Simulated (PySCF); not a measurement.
Atom-mapped SMILES (the numbers label the heavy atoms): `[CH2:1]=[CH:2][F:3]`. Hydrogens are named by the atom that carries them. Ha(C1) is cis to F3; Hb(C1) is trans to F3.

GIAO shifts from PySCF 2.14 on PBE0-D3(BJ)/def2-TZVP geometries (one conformer, non-relativistic, equivalent nuclei averaged), against TMS at the same level and in the same medium; PCM means IEF-PCM chloroform.

Measured (solution, not stated per compound (mostly CDCl3 or CCl4); Pretsch, Buehlmann, Badertscher, Structure Determination of Organic Compounds, 4th ed. (2009)): H(C2) 6.17, Hb(C1) 4.03, Ha(C1) 4.37 ppm.

Task: Which unscaled values do B97-2/pcSseg-2, gas; WP04/pcSseg-2, PCM; wB97X-D/pcSseg-2, PCM give, and how close are they?

Result: 
| atoms | measured | B97-2/pcSseg-2, gas | WP04/pcSseg-2, PCM | wB97X-D/pcSseg-2, PCM |
| --- | --- | --- | --- | --- |
| H(C2) | 6.17 | 6.92 | 6.89 | 7.09 |
| Hb(C1) | 4.03 | 4.60 | 4.78 | 4.91 |
| Ha(C1) | 4.37 | 4.99 | 5.01 | 5.19 |

Mean absolute error for ¹H: B97-2/pcSseg-2, gas 0.65, WP04/pcSseg-2, PCM 0.70, wB97X-D/pcSseg-2, PCM 0.87 ppm.
